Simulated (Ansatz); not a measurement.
This Ansatz (a quantum-chemistry and plane-wave program) input (r2SCAN/cc-pVTZ) gives -274.65769 Eh with 90 basis functions.

Ansatz 0.2 input:
```yaml
crystal:
  periodic: [false, false, false]
  atoms:
    - {symbol: F, position_ang: [0.03923562, 1.10057360, -0.27954166]}
    - {symbol: O, position_ang: [-0.01962367, 0.00815420, 0.59730772]}
    - {symbol: F, position_ang: [-0.02179237, -1.10782178, -0.25139853]}
basis:
  gaussian:
    orbitals: cc-pVTZ
    final_grid: {core_spheres: 8, valence_spheres: 7, degree: 23}
hamiltonian:
  xc: {name: r2SCAN}
magnetization: {spin_polarized: false}
```

Change:
```diff
- final_grid: {core_spheres: 8, valence_spheres: 7, degree: 23}
+ final_grid: {core_spheres: 6, valence_spheres: 5, degree: 17}
```

What does the run give now?

-274.65815 Eh (r2SCAN/cc-pVTZ, 90 functions), a change of -0.46 mEh.
